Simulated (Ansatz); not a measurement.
# AlHP: the cost of one run

The runs use Ansatz 0.2.0, Gaussian basis; def2-QZVPP, core rule «outside noble gas», up to 10 orbitals frozen.

The runs, in order: UHF; ROHF; CCSD(T) on UHF.

2 further runs of the same task are left out: 2 set aside as unsound or not needed.

### Step 1. The system

The geometry is a PBE0/def2-TZVP stationary point (not a proven minimum) of the parent state, kept for this charge and spin.

3 atoms, charge 1, spin multiplicity 3.

Atoms are counted from 1 here; the program's logs count them from 0.

Bond lengths: Al1–P2 2.144 Å, Al1–H3 1.581 Å. Angles: P2–Al1–H3 180.0°.

Coordinates:

```
Al    0.0000    0.0000    0.1876
P     0.0000    0.0000   -1.9566
H     0.0000    0.0000    1.7690
```

### Step 2. UHF

The input, in.yaml:

```yaml
crystal:
  periodic: [false, false, false]
  atoms:
    - {symbol: Al, position_ang: [0.000000, 0.000000, 0.187600]}
    - {symbol: P, position_ang: [0.000000, 0.000000, -1.956600]}
    - {symbol: H, position_ang: [0.000000, 0.000000, 1.769000]}
basis:
  gaussian: {orbitals: "def2-QZVPP.json"}
total_charge: 1
magnetization: {spin_polarized: true, initial_magnetization: 2}
hamiltonian: {xc: hf}
output: {orbitals: {seedname: orbitals}}
```

Launch:

```sh
$ ansatz run in.yaml --threads 1 --pin off --events-out ev --progress --plain --max-ram 4096MiB --backend cpu
```

Q: Estimate wall time and peak memory on 1 thread of AMD EPYC 7R13, shared host.

About 5.5 s, with a peak of 0.34 GiB.
